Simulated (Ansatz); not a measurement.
# SiO+ (quartet): the correlation ladder, def2-TZVPP

An exercise on one series of results from a longer session: the logs are not shown, and one member is left open.

The runs use Ansatz 0.2.0, Gaussian basis; def2-TZVPP, core rule «outside noble gas», up to 6 orbitals frozen.

To be run: UHF; ROHF; CCSD(T) on UHF.

2 further runs of the same task are left out: 2 set aside as unsound or not needed.

## What is computed

The geometry is a PBE0/def2-TZVP stationary point (not a proven minimum) of the parent state, kept for this charge and spin.

2 atoms, charge 1, spin multiplicity 4.

Atoms are counted from 1 here; the program's logs count them from 0.

Bond lengths: Si1–O2 1.724 Å.

Coordinates:

| atom | x (Å) | y (Å) | z (Å) |
| --- | --- | --- | --- |
| Si1 | 0.00000 | 0.00000 | 0.00000 |
| O2 | 0.00000 | 0.00000 | 1.72350 |

Set-up of the first run:

Contents of in.yaml:

```yaml
crystal:
  periodic: [false, false, false]
  atoms:
    - {symbol: Si, position_ang: [0.000000, 0.000000, 0.000000]}
    - {symbol: O, position_ang: [0.000000, 0.000000, 1.723500]}
basis:
  gaussian: {orbitals: def2-TZVPP}
total_charge: 1
magnetization: {spin_polarized: true, initial_magnetization: 3}
hamiltonian: {xc: hf}
output: {orbitals: {seedname: orbitals}}
```

Launch:

```bash
$ ansatz run in.yaml --threads 1 --pin off --events-out ev --progress --plain --max-ram 4096MiB --backend cpu
```

Steps of the session up to this table: UHF; ROHF; CCSD(T) on UHF.

One of the session's tables, all rows but one given; the rest of the session is left out.

It belongs to the step «Misses and costs». 

| method | from UCCSD(T) (meV) |
| --- | --- |
| ROHF | ? |
| UHF | +6917.2 |
| UMP2 | +876.1 |
| UCCSD | +283.2 |
| UCCSD(T) | 0 |

Q: Estimate the row for ROHF from the others.

**Answer.** from UCCSD(T) (meV): +7204.4. In the column «from UCCSD(T) (meV)» it is the highest.
